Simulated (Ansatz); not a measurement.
Geometry optimisation, RKS PBE/def2-SVP in Ansatz.

input.yaml

```yaml
crystal:
  periodic: [false, false, false]
  atoms:
    - { symbol: Si, position_ang: [0.0, 0.0, 0.0] }
    - { symbol: O, position_ang: [0.0, 0.0, 2.03] }
    - { symbol: H, position_ang: [-0.9095, -0.2814, 2.3671] }
    - { symbol: H, position_ang: [1.3768, 0.0, -0.4862] }
    - { symbol: H, position_ang: [-0.6877, 1.1914, -0.4862] }
    - { symbol: H, position_ang: [-0.6877, -1.1914, -0.4862] }
    - { symbol: Si, position_ang: [1.3153, -1.9973, 0.7946] }
    - { symbol: H, position_ang: [0.4966, -3.1999, 0.6724] }
    - { symbol: H, position_ang: [2.5185, -2.1437, -0.0193] }
    - { symbol: H, position_ang: [1.6939, -1.807, 2.1918] }
    - { symbol: H, position_ang: [0.6714, -1.0196, 1.9036] }
basis:
  gaussian: { orbitals: def2-SVP }
hamiltonian:
  xc: pbe
relax:
  f_tol: 0.15
  max_steps: 25
  restrain:
    - { distance: [0, 6], at: 2.22, k: 30.0 }
    - { distance: [10, 1], at: 1.01, k: 30.0 }
    - { distance: [0, 1], at: 2.88, k: 30.0 }
    - { distance: [10, 6], at: 2.66, k: 30.0 }
```

Command:

```bash
$ ansatz run input.yaml --threads 2 --pin off --max-ram 3072MiB --backend cpu --events-out ev --progress --plain --runs-dir out
```

Problem. Where does it end, and by what steps?

Solution. The forces met the threshold. The restraints hold the end off the free minimum; the threshold counts their pulls, which the force column leaves out. Restrained pairs: Si1–Si7 (2.52 → 2.26 Å), O2–H11 (1.23 → 0.99 Å), Si1–O2 (2.03 → 2.88 Å), Si7–H11 (1.61 → 2.66 Å). After 16 steps the energy has fallen by 3.680 eV (the restraints' own energy left out); H4 moved furthest, 1.39 Å.

```json
{"step": "0", "energy less start (eV)": "0.0000", "largest force component (eV/Å)": "1.911", "accepted": "yes"}
{"step": "1", "energy less start (eV)": "-0.3728", "largest force component (eV/Å)": "2.448", "accepted": "yes"}
{"step": "2", "energy less start (eV)": "-0.3866", "largest force component (eV/Å)": "4.312", "accepted": "yes"}
{"step": "3", "energy less start (eV)": "-0.7367", "largest force component (eV/Å)": "4.632", "accepted": "yes"}
{"step": "4", "energy less start (eV)": "-1.7650", "largest force component (eV/Å)": "3.410", "accepted": "yes"}
{"step": "5", "energy less start (eV)": "-2.6103", "largest force component (eV/Å)": "1.350", "accepted": "yes"}
{"step": "6", "energy less start (eV)": "-3.0336", "largest force component (eV/Å)": "1.130", "accepted": "yes"}
{"step": "7", "energy less start (eV)": "-3.2154", "largest force component (eV/Å)": "1.386", "accepted": "yes"}
{"step": "8", "energy less start (eV)": "-3.2553", "largest force component (eV/Å)": "1.496", "accepted": "yes"}
{"step": "9", "energy less start (eV)": "-3.3453", "largest force component (eV/Å)": "1.373", "accepted": "yes"}
{"step": "10", "energy less start (eV)": "-3.4165", "largest force component (eV/Å)": "1.481", "accepted": "yes"}
{"step": "11", "energy less start (eV)": "-3.4466", "largest force component (eV/Å)": "1.702", "accepted": "yes"}
{"step": "12", "energy less start (eV)": "-3.5426", "largest force component (eV/Å)": "1.005", "accepted": "yes"}
{"step": "13", "energy less start (eV)": "-3.6067", "largest force component (eV/Å)": "0.942", "accepted": "yes"}
{"step": "14", "energy less start (eV)": "-3.6537", "largest force component (eV/Å)": "0.893", "accepted": "yes"}
{"step": "15", "energy less start (eV)": "-3.6542", "largest force component (eV/Å)": "1.009", "accepted": "yes"}
{"step": "16", "energy less start (eV)": "-3.6801", "largest force component (eV/Å)": "0.915", "accepted": "yes"}
```

```xyz
11
Properties=species:S:1:pos:R:3
Si 0.408 -0.238 -0.470
O -0.691 -0.389 2.189
H -1.119 -1.236 2.419
H 1.063 -0.188 -1.831
H 0.557 1.127 0.134
H -1.042 -0.545 -0.707
Si 1.414 -1.831 0.778
H 0.461 -2.926 1.188
H 2.551 -2.509 0.053
H 2.017 -1.270 2.048
H 0.168 -0.444 2.680
```

The run took 24 s on 2 threads of Intel(R) Xeon(R) Platinum 8259CL CPU @ 2.50GHz (Skylake/Cascade Lake), with other jobs on the host, peak memory 0.14 GiB.
